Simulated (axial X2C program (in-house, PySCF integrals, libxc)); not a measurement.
# Photoelectron levels of ClF by EOM-IP-CCSD

Calculated with an axial X2C code built on PySCF integrals: two-component X2C with atomic mean-field Coulomb and Gaunt terms, Gaussian nuclei, basis Cl dyall-av3z, F dyall-av3z with contracted cores.

R = 1.631 Å (near the PBE0 minimum at charge 0 of the determinant lowest at the starting distance; the state shown can have its own minimum elsewhere).

Hartree–Fock spinors of ClF (one of each Kramers pair; a window near the gap, which can cut inner shells):

| ω | occupied | ε (eV) | character |
| --- | --- | --- | --- |
| 1/2 | yes | -30.26 | 67% Cl s, 20% F p, 7% F s |
| 1/2 | yes | -19.75 | 84% F p, 12% Cl p, 2% Cl d |
| 3/2 | yes | -19.70 | 84% F p, 11% Cl p, 2% Cl d |
| 1/2 | yes | -19.02 | 57% F p, 30% Cl p, 8% Cl s |
| 1/2 | yes | -13.46 | 81% Cl p, 12% F p, 4% F d |
| 3/2 | yes | -13.37 | 82% Cl p, 12% F p, 4% F d |
| 1/2 | no | 0.98 | 65% Cl p, 14% F p, 13% Cl d |
| 1/2 | no | 2.16 | 86% Cl s, 6% F p, 4% F s |
| 1/2 | no | 2.58 | 93% Cl p, 6% F p |
| 3/2 | no | 2.59 | 93% Cl p, 6% F p |
| 1/2 | no | 3.31 | 71% Cl p, 17% F p, 6% Cl d |
| 1/2 | no | 4.47 | 73% F p, 10% Cl p, 8% Cl s |

Vertical ionisation energies of ClF to the states of ClF⁺:

| Ω of ClF⁺ | vertical IE (eV) | above lowest (cm⁻¹) | ionised spinor | one-hole weight |
| --- | --- | --- | --- | --- |
| 3/2 | 12.663 | 0 | 73% Cl pπ, 19% F pπ | 0.95 |
| 1/2 | 12.741 | 623 | 73% Cl pπ, 20% F pπ | 0.95 |
| 3/2 | 17.061 | 35469 | 76% F pπ, 21% Cl pπ | 0.91 |
| 1/2 | 17.104 | 35814 | 75% F pπ, 21% Cl pπ | 0.91 |
| 1/2 | 18.295 | 45421 | 57% F pσ, 29% Cl pσ, 8% Cl sσ | 0.93 |

**Question.** How far does the lowest EOM-IP-CCSD energy lie from the Koopmans value −ε of the highest filled spinor?

**Answer.** 12.663 eV against 13.37 eV, a shift of -0.71 eV: relaxation of the final state lowers the energy and the loss of correlation raises it.

**Question.** What is the splitting of the first π pair in the table, and is it regular or inverted?

**Answer.** E(3/2) − E(1/2) = 0 − 623 = -623 cm⁻¹ at EOM-IP-CCSD: inverted, Ω = 3/2 lower. Splittings at this level can be off by ten to twenty per cent.

This point took 14 s on 1 thread of Arm Neoverse N1 (shared host).

Reference electrons by ω block (each with its −ω partner): 1/2: 10, 3/2: 3. 14 electrons of ClF correlated (inner shells frozen), 92 natural virtual spinors (a truncated set); levels can be off by some tenths of an eV. Roots sought by Ω: (1/2: 4, 3/2: 3, 5/2: 1); the list ends where they run out and leaves out roots under 60 % one-particle weight. The solver can skip a root, and states that need a further excitation, which the method places far too high, are missing though they may lie low or lowest. T1 of the reference 0.011 (Lee–Taylor). Number of frozen shells: Cl 2 s, 1 p; F 1 s.
